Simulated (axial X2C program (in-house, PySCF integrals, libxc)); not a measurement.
## LiMg⁻: cheaper levels and CCSD(T), 2c

Computed with an in-house relativistic program for diatomic molecules. Two-component (2c) means X2C with spin–orbit coupling and atomic mean-field two-electron Coulomb and Gaunt terms. Basis: Mg dyall-av3z [10s9p6d4f], Li dyall-av3z [9s9p3d] (cores contracted in-house); Gaussian nuclei, density fitting, unrestricted open shells. Masses: Mg 23.985 u, Li 7.016 u.

State: Ω = 0 (closed shell); fragments Mg + Li-.

| level | Re (Å) | ωe (cm⁻¹) | De (eV) |
| --- | --- | --- | --- |
| PBE0 | 3.435 | 141.8 | 0.373 |
| MP2 | 3.509 | 129.9 | 0.271 |
| CCSD | 3.520 | 126.0 | 0.239 |
| PBE | 3.378 | 148.1 | 0.422 |

Correlated methods: 4 electrons correlated (number of frozen shells: Mg 2 s, 1 p; Li 1 s), 266 virtual spin orbitals or spinors in MP2, 90 natural virtuals in coupled cluster.

CCSD(T), same Hamiltonian and basis:

Re = 3.424 Å, ωe = 144.8 cm⁻¹, De = 0.32 eV; T1 = 0.050 (Lee–Taylor normalisation).

Give the differences from CCSD(T) in the columns below.



| level | ΔRe (Å) | Δωe (cm⁻¹) | ΔDe (eV) |
| --- | --- | --- | --- |
| PBE0 | 0.011 | -3.0 | 0.05 |
| MP2 | 0.085 | -14.9 | -0.05 |
| CCSD | 0.096 | -18.8 | -0.08 |
| PBE | -0.046 | 3.3 | 0.10 |

Occupations by symmetry block were frozen at the best pattern of an incomplete PBE0 search. Dissociation energies refer to the lowest single-determinant-based atoms at the same level and basis. Coupled cluster ran in a truncated set of natural virtual spinors; the MP2 energy of the rest was added. (T) has no such correction and the atoms are truncated less, which lowers De at CCSD(T) by a hundredth of an eV or more. Other states lie close and PBE0, whose exact exchange favours high spin, may order them wrongly; the determinant shown need not be the ground state. The nearest other 2c determinant of the search, Ω = 1, lies 0.34 eV up at the distance of the search. The highest occupied level of some functionals is positive through self-interaction error; at Hartree–Fock it is bound. The T1 diagnostic is large, a sign of multireference character.
